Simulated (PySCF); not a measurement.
# Fluorine: a sound run and one with changed settings

Sound run: F [He] 2s2 2p5, F⁺ [He] 2s2 2p4. Calculation: PySCF 2.14, in cc-pVTZ (4s3p2d1f, 30 functions); no relativity, point nucleus. In the sound run the correlated levels freeze 1s2. The sound run starts from symmetry-adapted Hartree-Fock orbitals and uses a fine grid where one is needed.

Changed run: basis STO-3G. This setting is unsound on purpose.

| species | method | sound run (hartree) | changed run (hartree) | converged |
| --- | --- | --- | --- | --- |
| F | UHF | -99.40552 | -97.98651 | yes |
| F | r2SCAN | -99.72100 | -98.25342 | yes |
| F | B3LYP | -99.76287 | -98.26897 | yes |
| F | MP2 | -99.60536 | -97.98651 | yes |
| F⁺ | UHF | -98.83026 | -97.52349 | yes |
| F⁺ | r2SCAN | -99.07794 | -97.73571 | yes |
| F⁺ | B3LYP | -99.11393 | -97.75196 | yes |
| F⁺ | MP2 | -98.97349 | -97.52349 | yes |

Ionisation energy of F:

| method | sound run (eV) | changed run (eV) |
| --- | --- | --- |
| UHF | 15.654 | 12.599 |
| r2SCAN | 17.498 | 14.088 |
| B3LYP | 17.658 | 14.068 |
| MP2 | 17.194 | 12.599 |
| SCS-MP2 | 17.181 | 12.599 |

A minimal basis cannot let orbitals breathe on ionisation and holds almost no correlation.

For comparison, NIST gives 17.423 eV between the lowest levels.
